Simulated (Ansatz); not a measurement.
Born–Oppenheimer molecular dynamics of BH5N2 (8 atoms, charge 0, multiplicity 1). It goes on from the last frame of an earlier run, with new velocities.

These are results of RKS PBE0/def2-mTZVP (Ansatz), not measurements.

```json
{
 "ensemble": "NVE (Milne-controlled integrator)",
 "time step": "0.5 fs",
 "steps asked": "250",
 "starting velocities drawn for": "1000 K",
 "seed": "615806"
}
```

First frame:

```xyz
8
Properties=species:S:1:pos:R:3
B 0.087 0.089 0.076
N 0.014 -0.084 1.464
H -0.834 -0.448 1.802
H 0.867 -0.485 1.892
N 1.284 0.058 -0.704
H 2.179 -0.228 -0.362
H 1.211 0.219 -1.735
H -0.884 0.309 -0.553
```

Q: What does the run give?

A: All steps were run.

* steps done: 250
* time covered: 125 fs
* mean temperature over the second half: 622 K
* spread of the potential energy over the second half: 14.7 meV per atom
* mean potential energy of the second half above the start: 36.5 meV per atom

The conserved energy stayed within 0.19 meV per atom of its start (net change -0.12 meV per atom), so the integration is sound. A run of 0.12 ps of so small a system gives no equilibrium averages.

Q: What happens to the structure?

A: The same pairs are bonded in the first frame and the last. Pairs count as bonded within 1.25 times the sum of covalent radii (0.12 Å more for H–H). Another seed would give other details.

Q: How do temperature and energy run in time?

A: 
```csv
time (fs),T (K),potential energy less start (eV),conserved less start (meV/atom)
0.0,1000,0.000,0.00
6.0,744,0.198,-0.12
12.0,319,0.527,-0.15
18.0,836,0.126,-0.17
24.0,760,0.185,-0.10
30.0,297,0.544,-0.15
36.0,605,0.305,-0.18
42.0,800,0.154,-0.12
48.0,598,0.311,-0.14
54.0,660,0.263,-0.18
60.0,567,0.335,-0.12
66.0,620,0.294,-0.13
72.0,677,0.249,-0.14
78.0,506,0.382,-0.13
84.0,789,0.163,-0.10
90.0,944,0.042,-0.16
96.0,416,0.452,-0.13
102.0,548,0.349,-0.14
108.0,848,0.117,-0.14
114.0,635,0.282,-0.12
120.0,425,0.444,-0.17
```

Time of the run: 4.1 min on 2 threads of Arm Neoverse V1, with other jobs on the host, peak memory 0.12 GiB.
